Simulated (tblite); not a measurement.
Isomers of [C4H8P]- (charge -1). All values are computed: GFN2-xTB (tblite) harmonic vibrations without scaling, gas phase. Errors from tens to a few hundred cm⁻¹ against measured bands are possible. Modes of hydrogen on phosphorus can be 10 to 20 % off. One conformer each.

Electronic energies: GFN2-xTB at the same geometries; isomer energies are rough at this level and their order can be wrong.

```tsv
SMILES	electronic energy, lowest = 0 (kcal/mol)
C=C[P-]CC	8.8
C=CC[P-]C	13.8
[PH-]C1CCC1	0.0
```

Task: How do GFN2-xTB zero-point energies change the relative energies?

Result: 
```csv
SMILES,ZPE (kcal/mol),of it from modes above 1550 cm⁻¹,electronic (kcal/mol),"with ZPE, lowest = 0 (kcal/mol)",lowest mode (cm⁻¹),rings
[PH-]C1CCC1,67.0,32.9,0.0,0.0,110,1
C=C[P-]CC,66.2,36.3,8.8,7.9,110,0
C=CC[P-]C,65.6,36.3,13.8,12.4,105,0
```

The zero-point energies span 1.4 kcal/mol, from `C=CC[P-]C` to `[PH-]C1CCC1`. The order is unchanged.

Task: What do entropy and thermal enthalpy add at 298.15 K and 1 bar (rigid rotor, harmonic oscillator, one conformer each)?

Result: 
```json
{"SMILES": "[PH-]C1CCC1", "point group": "C1", "symmetry number": "1", "S (cal/(mol K))": "76.4", "H − H(0) (kcal/mol)": "4.26", "ZPE + H − H(0) − TS (kcal/mol)": "48.5"}
{"SMILES": "C=C[P-]CC", "point group": "C1", "symmetry number": "1", "S (cal/(mol K))": "80.2", "H − H(0) (kcal/mol)": "4.87", "ZPE + H − H(0) − TS (kcal/mol)": "47.1"}
{"SMILES": "C=CC[P-]C", "point group": "C1", "symmetry number": "1", "S (cal/(mol K))": "81.2", "H − H(0) (kcal/mol)": "4.95", "ZPE + H − H(0) − TS (kcal/mol)": "46.4"}
```
